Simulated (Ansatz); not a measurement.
# ClH2MgO+ (SMILES [OH2+][Mg][Cl]): single points off equilibrium

An exercise on one series of results from a longer session: the logs are not shown, and one member is left open.

Method: single points in def2-TZVPP; program: Ansatz 0.2.0, Gaussian basis.

Cores are frozen in the correlated methods. The outer core shell of Li, Na, Mg and K is correlated.

## The system as given

SMILES `[OH2+][Mg][Cl]`, 5 atoms, charge 1, spin multiplicity 1.

Atoms are counted from 1 here; the program's logs count them from 0.

Bond lengths: O1–Mg2 1.982 Å, O1–H4 0.970 Å, O1–H5 0.968 Å, Mg2–Cl3 2.067 Å. Angles: Mg2–O1–H4 129.8°, Mg2–O1–H5 120.6°, H4–O1–H5 109.6°, O1–Mg2–Cl3 179.4°.

Coordinates:

```xyz
5

O    -0.6728    0.5887   -0.4302
Mg    0.6706   -0.5819    0.4365
Cl    2.0712   -1.7920    1.3574
H    -1.3739    1.1290   -0.0339
H    -0.6872    0.6937   -1.3925
```

Set-up of the first run:

The input, run/in.yaml:

```yaml
crystal:
  periodic: [false, false, false]
  atoms:
    - {symbol: O, position_ang: [-0.672827, 0.588734, -0.430218]}
    - {symbol: Mg, position_ang: [0.670612, -0.581918, 0.436487]}
    - {symbol: Cl, position_ang: [2.071175, -1.791983, 1.357356]}
    - {symbol: H, position_ang: [-1.373879, 1.129021, -0.033939]}
    - {symbol: H, position_ang: [-0.687158, 0.693730, -1.392494]}
basis:
  gaussian: {orbitals: def2-TZVPP}
total_charge: 1
hamiltonian: {xc: pbe, dispersion: d4}
output: {forces: true}
```

Run with:

```sh
> ansatz run in.yaml --threads 2 --pin off --events-out ev --progress --plain --max-ram 3481MiB
```

Steps of the session up to this table: PBE-D4/def2-TZVPP; r2SCAN-D4/def2-TZVPP; PBE0-D4/def2-TZVPP; wB97M-V/def2-TZVPP; CCSD(T)/def2-TZVPP.

One of the session's tables, all rows but one given; the rest of the session is left out.

```
   method  RMS force component (eV/Å)  angle to CCSD(T) forces (°)
   PBE-D4                       0.456                         26.0
r2SCAN-D4                       0.409                          4.9
  PBE0-D4                           ?                            ?
  wB97M-V                       0.391                          3.1
  CCSD(T)                       0.438                    reference
```

Q: Estimate the row for PBE0-D4 from the others.

As computed: RMS force component (eV/Å): 0.387; angle to CCSD(T) forces (°): 2.8. In the column «RMS force component (eV/Å)» it is the lowest.
